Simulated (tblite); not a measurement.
A geometry optimisation, step by step.

Species: C₃H₅P.
Atom-mapped SMILES: `[H]/[P:4]=[CH:3]\[CH:2]=[CH2:1]` (hydrogens: H5, H6 on C1; H7 on C2; H8 on C3; H9 on P4)

Computed with GFN2-xTB (tblite), gas phase: L-BFGS steps from a force-field or distance-geometry start until the largest atomic force falls under 0.01 eV/Å. 11 of its 30 geometries are shown.

Step 0: E = -310.0884 eV, largest atomic force 2.931 eV/Å
```
atom  x, y, z in Å  |  force x, y, z in eV/Å
C1     -1.511    0.165   -0.456   -0.514  -0.640   0.111
C2     -0.378   -0.347    0.007    0.616   1.827  -0.391
C3      0.797    0.532    0.030   -1.828  -1.348  -0.065
P4      2.284    0.070    0.567    2.830   0.469   0.602
H5     -2.362   -0.507   -0.445   -0.224   0.605  -0.287
H6     -1.567    1.188   -0.807   -0.270  -0.336   0.035
H7     -0.344   -1.354    0.354    0.343  -0.366   0.199
H8      0.656    1.560   -0.343    0.235  -0.662   0.269
H9      2.439   -1.300    1.067   -1.187   0.452  -0.472
```

Step 3: E = -310.4998 eV, largest atomic force 1.253 eV/Å
```
atom  x, y, z in Å  |  force x, y, z in eV/Å
C1     -1.533    0.147   -0.453   -0.301   0.110  -0.105
C2     -0.379   -0.315    0.001    1.023  -0.568   0.448
C3      0.828    0.458    0.060    0.311   0.316  -0.011
P4      2.417    0.133    0.583   -0.711  -0.340  -0.069
H5     -2.411   -0.471   -0.472   -0.091   0.062  -0.054
H6     -1.603    1.155   -0.806   -0.197   0.210  -0.118
H7     -0.308   -1.333    0.355    0.002  -0.149   0.056
H8      0.680    1.478   -0.311    0.231  -0.175   0.106
H9      2.323   -1.245    1.017   -0.267   0.534  -0.253
```

Step 6: E = -310.5493 eV, largest atomic force 0.298 eV/Å
```
atom  x, y, z in Å  |  force x, y, z in eV/Å
C1     -1.521    0.143   -0.447    0.028  -0.001   0.007
C2     -0.355   -0.327    0.012   -0.091  -0.070  -0.004
C3      0.840    0.459    0.063   -0.160   0.001  -0.035
P4      2.406    0.126    0.584    0.079   0.116  -0.016
H5     -2.420   -0.461   -0.479    0.239   0.090   0.027
H6     -1.619    1.158   -0.811    0.035  -0.132   0.059
H7     -0.300   -1.347    0.362    0.069  -0.120   0.063
H8      0.698    1.466   -0.303    0.075   0.224  -0.061
H9      2.285   -1.210    0.995   -0.275  -0.107  -0.040
```

Step 9: E = -310.5653 eV, largest atomic force 0.177 eV/Å
```
atom  x, y, z in Å  |  force x, y, z in eV/Å
C1     -1.508    0.140   -0.442   -0.068  -0.033  -0.012
C2     -0.349   -0.340    0.017    0.093   0.056   0.011
C3      0.835    0.466    0.061    0.077   0.096  -0.015
P4      2.402    0.132    0.581   -0.035  -0.025   0.000
H5     -2.403   -0.452   -0.479   -0.038  -0.150   0.037
H6     -1.621    1.148   -0.807    0.157   0.010   0.043
H7     -0.288   -1.365    0.372    0.059   0.137  -0.028
H8      0.714    1.482   -0.306   -0.096   0.006  -0.028
H9      2.233   -1.203    0.978   -0.149  -0.096  -0.009
```

Step 12: E = -310.5828 eV, largest atomic force 0.358 eV/Å
```
atom  x, y, z in Å  |  force x, y, z in eV/Å
C1     -1.500    0.127   -0.437    0.175  -0.071   0.074
C2     -0.332   -0.337    0.021   -0.037   0.190  -0.072
C3      0.836    0.495    0.052    0.031   0.003   0.002
P4      2.391    0.128    0.580   -0.060  -0.340   0.094
H5     -2.386   -0.475   -0.469   -0.102  -0.098   0.004
H6     -1.587    1.137   -0.793   -0.044   0.069  -0.037
H7     -0.259   -1.359    0.379    0.116   0.108  -0.007
H8      0.709    1.509   -0.318   -0.095  -0.066   0.001
H9      2.142   -1.219    0.958    0.017   0.204  -0.060
```

Step 14: E = -310.5900 eV, largest atomic force 0.140 eV/Å
```
atom  x, y, z in Å  |  force x, y, z in eV/Å
C1     -1.495    0.120   -0.433    0.011   0.031  -0.001
C2     -0.324   -0.328    0.021   -0.028   0.025  -0.019
C3      0.841    0.506    0.050   -0.017  -0.021   0.001
P4      2.386    0.112    0.584    0.005  -0.074   0.022
H5     -2.384   -0.489   -0.464    0.060   0.028   0.007
H6     -1.576    1.134   -0.788   -0.135  -0.010  -0.037
H7     -0.239   -1.347    0.381    0.105   0.029   0.016
H8      0.701    1.515   -0.322   -0.003   0.001   0.004
H9      2.103   -1.217    0.947    0.002  -0.009   0.008
```

Step 17: E = -310.5933 eV, largest atomic force 0.148 eV/Å
```
atom  x, y, z in Å  |  force x, y, z in eV/Å
C1     -1.493    0.121   -0.432   -0.057   0.020  -0.025
C2     -0.320   -0.323    0.020    0.055  -0.021   0.022
C3      0.843    0.508    0.049    0.038   0.041  -0.003
P4      2.385    0.099    0.588   -0.004   0.092  -0.035
H5     -2.376   -0.491   -0.462   -0.001  -0.035   0.014
H6     -1.592    1.132   -0.792   -0.060   0.004  -0.018
H7     -0.216   -1.338    0.384   -0.006   0.012  -0.008
H8      0.700    1.516   -0.323    0.050   0.026   0.007
H9      2.083   -1.219    0.943   -0.016  -0.140   0.045
```

Step 20: E = -310.5953 eV, largest atomic force 0.076 eV/Å
```
atom  x, y, z in Å  |  force x, y, z in eV/Å
C1     -1.494    0.123   -0.433    0.006  -0.032   0.008
C2     -0.317   -0.316    0.019   -0.015   0.039  -0.014
C3      0.845    0.514    0.048    0.010   0.011   0.000
P4      2.383    0.094    0.588    0.015  -0.043   0.017
H5     -2.371   -0.499   -0.458   -0.019  -0.035   0.009
H6     -1.607    1.132   -0.796   -0.017  -0.024   0.004
H7     -0.204   -1.330    0.384   -0.051   0.010  -0.019
H8      0.703    1.523   -0.323    0.069   0.032   0.008
H9      2.075   -1.234    0.947    0.003   0.041  -0.012
```

Step 23: E = -310.5975 eV, largest atomic force 0.087 eV/Å
```
atom  x, y, z in Å  |  force x, y, z in eV/Å
C1     -1.498    0.119   -0.434   -0.002   0.012   0.003
C2     -0.314   -0.304    0.016   -0.051   0.016  -0.024
C3      0.853    0.524    0.046   -0.037  -0.041   0.005
P4      2.385    0.084    0.591   -0.002  -0.058   0.020
H5     -2.370   -0.514   -0.451    0.062   0.003   0.013
H6     -1.630    1.125   -0.800    0.002  -0.030   0.009
H7     -0.204   -1.320    0.380   -0.001   0.022  -0.005
H8      0.727    1.536   -0.321    0.028  -0.007   0.008
H9      2.066   -1.244    0.948    0.001   0.082  -0.029
```

Step 26: E = -310.5982 eV, largest atomic force 0.027 eV/Å
```
atom  x, y, z in Å  |  force x, y, z in eV/Å
C1     -1.499    0.118   -0.434   -0.005   0.012  -0.002
C2     -0.314   -0.300    0.015    0.004  -0.004   0.001
C3      0.854    0.525    0.047    0.000  -0.003   0.000
P4      2.384    0.079    0.592   -0.008   0.021  -0.007
H5     -2.365   -0.520   -0.448    0.013  -0.022   0.009
H6     -1.637    1.121   -0.801    0.003   0.021  -0.006
H7     -0.201   -1.315    0.379   -0.007   0.001   0.000
H8      0.736    1.539   -0.319    0.003  -0.014   0.004
H9      2.056   -1.242    0.945   -0.005  -0.012   0.001
```

Step 29: E = -310.5983 eV, largest atomic force 0.007 eV/Å
```
atom  x, y, z in Å  |  force x, y, z in eV/Å
C1     -1.500    0.119   -0.434    0.003   0.001   0.000
C2     -0.315   -0.300    0.014    0.001   0.001   0.001
C3      0.854    0.525    0.046    0.005   0.001   0.000
P4      2.384    0.080    0.592    0.005  -0.003   0.004
H5     -2.363   -0.523   -0.447    0.002  -0.002   0.001
H6     -1.638    1.123   -0.802   -0.004   0.002  -0.001
H7     -0.202   -1.314    0.378   -0.006  -0.004   0.000
H8      0.737    1.539   -0.319   -0.006   0.002  -0.003
H9      2.056   -1.242    0.945   -0.001   0.001  -0.002
```

Q: Summarise the path.

A: The energy falls by 49.19 kJ/mol from step 0 to step 29; nine tenths of that is first reached at step 6. It falls at every step. The largest force goes from 2.931 to 0.007 eV/Å. Among the bonds P4–H9 changes most, from 1.466 to 1.407 Å; the atoms move by 0.159 Å rms after alignment.
